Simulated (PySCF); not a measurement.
C2H3, multiplicity 2. Atoms are numbered in the order given.

```xyz
5

C      0.1427    -0.7085     0.0000
C     -0.0293     0.5883     0.0000
H     -0.4589    -1.6139     0.0000
H     -1.0322     1.0440     0.0000
H      0.8110     1.2913     0.0000
```
Charge 0, spin multiplicity 2.

Geometry optimised at PBE-D3(BJ)/def2-TZVP. The isomer is the one that the SMILES or the coordinates give; other isomers of the formula were not compared.

Computed with TDA-LC-ωPBE/def2-TZVPD (PySCF 2.14.0).

Vertical excitations. The molecule is in vacuum.

```json
[
 {"state": "root 1", "energy (eV)": "3.67", "λ (nm)": "338", "f": "0.001", "main pairs": "α HOMO→LUMO+1 7 %, β HOMO→LUMO 88 %"},
 {"state": "root 2", "energy (eV)": "4.60", "λ (nm)": "269", "f": "0.000", "main pairs": "α HOMO−1→LUMO+1 48 %, β HOMO→LUMO+3 45 %"},
 {"state": "root 3", "energy (eV)": "4.75", "λ (nm)": "261", "f": "0.003", "main pairs": "α HOMO→LUMO+1 89 %, β HOMO→LUMO 7 %"},
 {"state": "root 4", "energy (eV)": "6.85", "λ (nm)": "181", "f": "0.013", "main pairs": "α HOMO→LUMO 82 %"},
 {"state": "root 5", "energy (eV)": "7.55", "λ (nm)": "164", "f": "0.019", "main pairs": "α HOMO→LUMO+2 72 %"},
 {"state": "root 6", "energy (eV)": "7.81", "λ (nm)": "159", "f": "0.030", "main pairs": "α HOMO−1→LUMO+1 9 %, β HOMO−1→LUMO 65 %, β HOMO→LUMO+3 10 %"},
 {"state": "root 7", "energy (eV)": "7.95", "λ (nm)": "156", "f": "0.015", "main pairs": "α HOMO−1→LUMO 11 %, β HOMO→LUMO+1 80 %"},
 {"state": "root 8", "energy (eV)": "8.16", "λ (nm)": "152", "f": "0.178", "main pairs": "α HOMO−1→LUMO+1 22 %, β HOMO−2→LUMO 44 %, β HOMO→LUMO+3 23 %"},
 {"state": "root 9", "energy (eV)": "8.23", "λ (nm)": "151", "f": "0.079", "main pairs": "α HOMO−1→LUMO 82 %, β HOMO→LUMO+1 12 %"},
 {"state": "root 10", "energy (eV)": "8.37", "λ (nm)": "148", "f": "0.080", "main pairs": "α HOMO→LUMO+3 77 %"}
]
```
Unrestricted roots are not spin-pure.
